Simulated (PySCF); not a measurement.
Compound: 2,2-difluoroethylamine, C₂H₅F₂N.
Bonds: N1–C2, C2–C3, C3–F4, C3–F5. Hydrogens: H6, H7 on N1; H8, H9 on C2; H10 on C3.

Torsions of this conformer, `[NH2:1][CH2:2][CH:3]([F:4])[F:5]`: N1–C2–C3–F4 -168°, H–N1–C2–C3 -63°, H–N1–C2–C3 178°.

The closed-shell ground state was solved at several levels (PySCF, density fitting, gas phase, non-relativistic). One conformer (not necessarily the lowest) at the GFN2-xTB geometry, without solvent, vibrations or thermal averaging.

```csv
level,basis functions,total energy (Eh),HOMO (eV),LUMO (eV),gap (eV),dipole (D)
B3LYP/pcJ-1,185,-333.6661,-7.06,1.00,8.06,2.28
CAM-B3LYP/def2-SVPD,146,-333.3196,-9.02,1.32,10.34,2.35
```

Problem. Estimate the row for PBE0/pcSseg-1, a basis of 110 functions; the other rows only guide the guess.

Solution. Total energy -333.2792 Eh, HOMO -7.34 eV, LUMO 1.33 eV, gap 8.67 eV, dipole 2.26 D.

Problem. Over all these levels, which gives the widest orbital gap and which the narrowest?

Solution. CAM-B3LYP/def2-SVPD (range-separated hybrid) has the widest, 10.34 eV, and B3LYP/pcJ-1 (global hybrid, 20 % exact exchange) the narrowest, 8.06 eV. Functional and basis both differ between the two, so the spread mixes both effects.

Problem. How far do the dipole and the HOMO energy spread over the levels?

Solution. The dipole runs from 2.26 to 2.35 D (mean 2.30 D) and the HOMO from -9.02 to -7.06 eV.
